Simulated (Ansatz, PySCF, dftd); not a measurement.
Species: C₄H₄O, charge 0, singlet. C4H4O (SMILES c1cocc1).
B3LYP-D3(BJ)/def2-TZVP minimum from Ansatz (an electronic-structure program):
```
C
C 1 1.3552
O 2 1.3615 1 110.34
C 3 1.3615 2 106.94 1 0.00
C 4 1.3552 3 110.34 2 0.00
H 4 1.0753 5 133.63 1 -180.00
H 2 1.0753 1 133.63 5 -180.00
H 5 1.0766 4 126.47 6 0.00
H 1 1.0766 2 126.47 7 0.00
```

Quantity: enthalpy of formation at 298 K (by atomisation, with rigid-rotor harmonic-oscillator terms from PySCF's Hessian at B3LYP-D3(BJ)/def2-TZVP and the atoms' measured values of the G2/97 table; no spin-orbit terms), in kJ/mol. UHF or UKS for unpaired electrons; spin-orbit terms are left out. Correlated methods leave the cores frozen. Rows without X2C or -DK are non-relativistic. CBS(X,Y): correlation extrapolated as X^-3, Hartree-Fock from the larger set. A bracket is a step between two methods taken in the basis named. The functionals are non-relativistic, so their misses hold any scalar relativity. Double hybrids freeze cores in their MP2 part. 'core' is core correlation in cc-pwCVTZ, 'X2C' scalar relativity in cc-pVTZ-DK, both at CCSD(T). Where a partner has so few electrons that a lower coupled-cluster level is exact, that level stands in. The restricted determinant of C4H4O (c1ccoc1, singlet) is unstable towards broken spin symmetry in at least one set run.

Measured: -8.3 kcal/mol, -34.7 kJ/mol (G2/97 table in ASE (Curtiss et al.)); atomic spin-orbit terms, which the calculations lack, would raise the computed values.

| level | program | enthalpy of formation at 298 K (kJ/mol) | error against that value |
|---|---|---|---|
| PBE/def2-TZVPD | Ansatz | -186.9 | -152.2 |
| PBE0/def2-TZVPD | Ansatz | -78.5 | -43.8 |
| r2SCANh/def2-TZVPD | Ansatz | -22.5 | 12.2 |
| CAM-B3LYP-D3(BJ)/def2-TZVPD | Ansatz + dftd3 | -45.4 | -10.7 |
| B2GP-PLYP/def2-TZVPD | Ansatz | 16.4 | 51.1 |
| MP2/cc-pVQZ | Ansatz | -109.8 | -75.1 |
| CCSD(T)/CBS(cc-pVTZ,cc-pVQZ) + core + X2C | Ansatz | -37.0 | -2.3 |
| CCSDT(Q)/cc-pVDZ | Ansatz | 292.2 | 326.9 |
| CCSD(T)/CBS(cc-pVTZ,cc-pVQZ) + [CCSDT(Q) - CCSD(T)]/cc-pVDZ + core + X2C | Ansatz | -40.7 | -6.0 |
